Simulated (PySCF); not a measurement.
A PySCF script (with the pyscf-properties extension) for the NMR shieldings of `C(C)(Cl)(Cl)Cl`, C₂H₃Cl₃, on a PBE0-D3(BJ)/def2-TZVP geometry:

```python
import basis_set_exchange as bse
import numpy as np
from pyscf import gto, dft
from pyscf.prop import nmr

atoms = """
C     0.735760    0.039087    0.420894
C    -0.561769   -0.035891   -0.342386
Cl   -0.294240   -0.791909   -1.926057
Cl   -1.745415   -1.001089    0.562185
Cl   -1.218225    1.595567   -0.588237
H     0.557092    0.503681    1.390667
H     1.452356    0.635840   -0.142664
H     1.128136   -0.967125    0.566052
"""
names = dict.fromkeys(["C", "Cl", "H"], "pcSseg-2")
basis = {el: gto.basis.parse(bse.get_basis(n, elements=[el], fmt="nwchem")) for el, n in names.items()}
mol = gto.M(atom=atoms, basis=basis, charge=0, verbose=0)
mf = dft.RKS(mol, xc="HYB_GGA_XC_B97_2")
mf.grids.level = 2
mf.grids.alignment = dft.numint.BLKSIZE   # the property module wants whole blocks of grid points
mf.conv_tol = 1e-9
mf.kernel()

calc = nmr.RKS(mf)   # GIAO
C = mf.mo_coeff
Co = C[:, mf.mo_occ > 0]
resp = mf.gen_response(singlet=True, hermi=2)
def vind(x):   # induced exchange potential for any number of trial vectors
    d = np.einsum("pi,xij,qj->xpq", C, 2 * x.reshape(-1, C.shape[1], Co.shape[1]), Co, optimize=True)
    return np.einsum("xpq,pi,qj->xij", resp(d - d.transpose(0, 2, 1)), C, Co, optimize=True).ravel()
mo1, _ = nmr.rhf.solve_mo1(calc, with_cphf=vind)
sigma = calc.kernel(mo1)
for i, s in enumerate(sigma):   # ppm
    w = np.linalg.eigvalsh((s + s.T) / 2)
    print("%2d %-2s iso %8.1f  s11 %8.1f  s22 %8.1f  s33 %8.1f" % (i, mol.atom_pure_symbol(i), w.mean(), *w))
```

Question: What are the results?

Answer: 
```
 0 C  iso    137.3  s11    118.6  s22    118.6  s33    174.6
 1 C  iso     62.3  s11     45.4  s22     70.8  s33     70.8
 2 Cl iso    478.5  s11    152.0  s22    323.3  s33    960.3
 3 Cl iso    478.6  s11    152.2  s22    323.2  s33    960.3
 4 Cl iso    478.0  s11    151.1  s22    322.2  s33    960.7
 5 H  iso     29.2  s11     26.1  s22     27.1  s33     34.4
 6 H  iso     29.2  s11     26.1  s22     27.1  s33     34.4
 7 H  iso     29.2  s11     26.1  s22     27.1  s33     34.4
```

These numbers come from an equivalent density-fitted implementation of the same equations, which agrees with the script to about 0.01 ppm for H and up to a few tenths of a ppm for heavy atoms, so last digits may differ.

Question: Turn these shieldings into chemical shifts. δ = σ(ref) − σ, references computed at the same level: 13C (σ = 185.38 ppm) and 1H (σ = 31.64 ppm) against TMS; HCl for 35Cl (σ = 941.52 ppm).

Answer: Averaging equivalent atoms: C 1: 123.0; C 0: 48.1; Cl 2/3/4: 463; H 5/6/7: 2.43 ppm. 

Size and cost of the density-fitted run: 243 basis functions, 23 s wall time on 1 thread of an Arm Neoverse V2, shared host; peak memory 1.1 GiB.
